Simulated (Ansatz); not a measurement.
**C2H3NOS: one species, many methods**

One table from this session's results is given with a row withheld; the runs are named, their logs left out.

Program: Ansatz 0.2.0, Gaussian basis. Level of theory: functionals in def2-TZVPP, the program's frozen cores in correlated methods. These are calculated values, not measurements.

Levels to be run: LDA (SPW92), PBE-D4, revPBE-D4, BLYP-D4, r2SCAN-D4, B97M-V, PBE0-D4, B3LYP-D4, r2SCANh-D4, r2SCAN0-D4, HSE06-D4, BHLYP-D4, CAM-B3LYP-D4, LC-ωPBE, ωB97X-V, ωB97M-V, B2PLYP, PBE-QIDH; CCSD(T)/def2-SVP; CCSD(T)/def2-TZVPP; MP2/def2-QZVPP; extrapolation to the limit; RPA on PBE.

## Structure used throughout

The geometry comes from an earlier relaxation with PBE0-D4 in a triple-zeta def2 set; it is a stationary point, not always the lowest conformer.

8 atoms, charge 0, spin multiplicity 1.

Atoms are counted from 1 here; the program's logs count them from 0.

Bond lengths: O1–C2 1.342 Å, O1–H6 0.968 Å, C2–C3 1.444 Å, C2–N5 1.269 Å, C3–S4 1.618 Å, S4–H7 1.377 Å, N5–H8 1.016 Å. Angles: C2–O1–H6 106.1°, O1–C2–C3 115.7°, O1–C2–N5 121.2°, C3–C2–N5 123.1°, C2–C3–S4 119.6°, C3–S4–H7 107.2°, C2–N5–H8 111.6°.

The first run:

in.yaml reads:

```yaml
crystal:
  periodic: [false, false, false]
  atoms:
    - {symbol: O, position_ang: [0.818818, -0.448313, 1.098803]}
    - {symbol: C, position_ang: [-0.194030, 0.126605, 0.432589]}
    - {symbol: C, position_ang: [0.182710, 1.120767, -0.544966]}
    - {symbol: S, position_ang: [1.020701, 0.676689, -1.856174]}
    - {symbol: N, position_ang: [-1.398018, -0.214019, 0.645527]}
    - {symbol: H, position_ang: [0.410864, -1.032819, 1.754319]}
    - {symbol: H, position_ang: [1.300806, -0.665453, -1.725986]}
    - {symbol: H, position_ang: [-2.049652, 0.379443, 0.140186]}
basis:
  gaussian: {orbitals: def2-TZVPP}
hamiltonian: {xc: lda}
output: {orbitals: {seedname: orbitals}}
```

On the command line:

```bash
$ ansatz run in.yaml --threads 2 --pin off --events-out ev --progress --plain --max-ram 4352MiB
```

Steps of the session up to this table: LDA; PBE-D4 (GGA); revPBE-D4 (GGA); BLYP-D4 (GGA); r2SCAN-D4 (meta-GGA); B97M-V (meta-GGA); PBE0-D4 (hybrid); B3LYP-D4 (hybrid); r2SCANh-D4 (hybrid); r2SCAN0-D4 (hybrid); HSE06-D4 (hybrid); BHLYP-D4 (hybrid); CAM-B3LYP-D4 (range-separated); LC-ωPBE (range-separated); ωB97X-V (range-separated); ωB97M-V (range-separated); B2PLYP (double hybrid); PBE-QIDH (double hybrid).

One of the session's tables, all rows but one given; the rest of the session is left out.

It belongs to the step «Frontier levels by functional». 

| functional | HOMO (eV) | LUMO (eV) | gap (eV) |
| --- | --- | --- | --- |
| LDA (SPW92) | -5.84 | -3.91 | 1.93 |
| PBE-D4 | ? | ? | ? |
| revPBE-D4 | -5.66 | -3.57 | 2.09 |
| BLYP-D4 | -5.61 | -3.50 | 2.12 |
| r2SCAN-D4 | -6.00 | -3.53 | 2.46 |
| B97M-V | -6.11 | -3.38 | 2.73 |
| PBE0-D4 | -7.00 | -2.74 | 4.26 |
| B3LYP-D4 | -6.80 | -2.92 | 3.88 |
| r2SCANh-D4 | -6.47 | -3.19 | 3.28 |
| r2SCAN0-D4 | -7.19 | -2.66 | 4.53 |
| HSE06-D4 | -6.60 | -3.12 | 3.48 |
| BHLYP-D4 | -8.23 | -1.58 | 6.65 |
| CAM-B3LYP-D4 | -8.38 | -1.56 | 6.82 |
| LC-ωPBE | -9.70 | -0.45 | 9.25 |
| ωB97X-V | -9.36 | -0.48 | 8.89 |
| ωB97M-V | -9.24 | -0.53 | 8.71 |

Q: Estimate the row for PBE-D4 from the others.

**Answer.** HOMO (eV): -5.71; LUMO (eV): -3.66; gap (eV): 2.05. In the column «HOMO (eV)» it lies between LDA (SPW92) (-5.84) and revPBE-D4 (-5.66).
